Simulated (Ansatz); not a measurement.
System (SMILES): C (CH4).
Atoms: C1, H2, H3, H4, H5. Bonds: C1-H2, C1-H3, C1-H4, C1-H5.

Basis-set convergence of the harmonic zero-point energy at B3LYP with Ansatz (a program for electronic structure). Each level at its own minimum, finite differences of forces, unscaled; the reference is a large set that could be run, not a limit. Cartesian d functions, on some or all atoms, in 6-31G*, 6-31+G*; all else is spherical. The program fits the integrals of some runs and decomposes those of others, by size. Core-valence sets carry the plain set on hydrogen. No added dispersion term, no relativity. Reference: the value in aug-pcseg-2, 27.98 kcal/mol, itself unsure by roughly 0.02 kcal/mol (its mean distance from aug-cc-pVTZ, def2-TZVPPD). Deviations are taken from unrounded values.

| basis | functions | harmonic zero-point energy (kcal/mol) | minus reference (kcal/mol) |
|---|---|---|---|
| 3-21G | 17 | 28.61 | 0.64 |
| pcseg-0 | 17 | 28.32 | 0.34 |
| 6-31G* | 23 | 28.37 | 0.40 |
| 6-31+G* | 27 | 28.24 | 0.27 |
| cc-pVDZ | 34 | 27.82 | -0.15 |
| pcseg-1 | 34 | 28.00 | 0.03 |
| 6-311G** | 42 | 27.97 | 0.00 |
| 6-311+G** | 46 | 27.94 | -0.04 |
| def2-SVPD | 52 | 27.73 | -0.25 |
| def2-TZVP | 55 | 27.98 | 0.00 |
| aug-pcseg-1 | 59 | 27.87 | -0.11 |
| cc-pVTZ | 86 | 27.97 | -0.01 |
| pcseg-2 | 86 | 27.98 | 0.00 |
| jun-cc-pV(T+d)Z | 95 | 27.95 | -0.02 |
| cc-pCVTZ | 99 | 27.96 | -0.02 |
| def2-TZVPPD | 105 | 27.98 | 0.00 |
| 6-311++G(3df,3pd) | 111 | 27.96 | -0.02 |
| aug-pcseg-2 | 138 | 27.98 | 0.00 |
